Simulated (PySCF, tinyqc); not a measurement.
RHF in the sto-3g basis, for H2O, spin multiplicity 1, step by step. The lowest restricted solution is unstable here: a spin-polarised one lies 0.0387 hartree lower (PySCF). One step of it, computed by the program tinyqc.

Problem. Iteration 14 (converged): orbitals. Diagonalise F' = X^T F X, C = X C', fill 5 alpha and 5 beta electrons from the bottom; D = 2 C_occ C_occ^T. Each column has its largest component positive (the first on a tie).

converged F (hartree), lower triangle:
```
             1O 1s      1O 2s     1O 2px     1O 2py     1O 2pz      2H 1s      3H 1s
1O 1s   -20.286673
1O 2s    -5.166918  -2.377300
1O 2px    0.000000   0.000000  -0.392134
1O 2py   -0.000644  -0.003375   0.000000  -0.132423
1O 2pz   -0.018104  -0.012818   0.000000  -0.005384  -0.180454
2H 1s    -0.439552  -0.483142   0.000000  -0.289920  -0.232157  -0.233105
3H 1s    -0.396113  -0.445248   0.000000   0.275530  -0.223473  -0.075620  -0.214021
```

X, lower triangle:
```
            1O 1s      1O 2s    1O 2px     1O 2py     1O 2pz      2H 1s     3H 1s
1O 1s    1.022656
1O 2s   -0.128136   1.066962
1O 2px   0.000000   0.000000  1.000000
1O 2py  -0.000331   0.002996  0.000000   1.029748
1O 2pz  -0.002843   0.023607  0.000000   0.001455   1.012372
2H 1s    0.013056  -0.129887  0.000000  -0.107859  -0.067974   1.047346
3H 1s    0.012025  -0.117813  0.000000   0.099927  -0.062430  -0.021981  1.040266
```

Give: F' = X^T F X; orbital energies; coefficients C; D after iteration 14.

Solution.

F' = X^T F X (hartree), lower triangle:
```
          1        2        3        4        5        6        7
1  -19.9197
2   -2.6587  -1.4145
3    0.0000   0.0000  -0.3921
4   -0.0019   0.0035   0.0000  -0.0225
5   -0.0346   0.0614   0.0000  -0.0009  -0.1261
6   -0.0141  -0.2489   0.0000  -0.2932  -0.2213  -0.0648
7   -0.0089  -0.2291   0.0000   0.2786  -0.2123  -0.0209  -0.0677
```

orbital energies (hartree): MO1 -20.2943, MO2 -1.1457, MO3 -0.4389, MO4 -0.3921, MO5 -0.3733, MO6 0.2651, MO7 0.3718

coefficients C:
```
            MO1      MO2      MO3     MO4      MO5      MO6      MO7
1O 1s    0.9948  -0.2519   0.0091  0.0000   0.0628  -0.0727  -0.0103
1O 2s    0.0214   0.9683  -0.0454  0.0000  -0.3126   0.3808   0.0568
1O 2px   0.0000   0.0000   0.0000  1.0000   0.0000   0.0000   0.0000
1O 2py   0.0001   0.0037   0.6100  0.0000  -0.0554  -0.0843   0.8365
1O 2pz   0.0015   0.0260   0.0670  0.0000   0.7289   0.7014   0.0749
2H 1s   -0.0028   0.1062   0.5008  0.0000   0.3503  -0.5468  -0.6685
3H 1s   -0.0025   0.0978  -0.4303  0.0000   0.4446  -0.6650   0.5254
```

D after iteration 14, lower triangle:
```
          1O 1s    1O 2s  1O 2px   1O 2py  1O 2pz    2H 1s   3H 1s
1O 1s    2.1143
1O 2s   -0.4853   2.0759
1O 2px   0.0000   0.0000  2.0000
1O 2py   0.0025  -0.0136  0.0000   0.7503
1O 2pz   0.0826  -0.4114  0.0000   0.0012  1.0729
2H 1s   -0.0060  -0.0589  0.0000   0.5729  0.5833   0.7696
3H 1s   -0.0063  -0.0495  0.0000  -0.5735  0.5955  -0.0987  0.7848
```
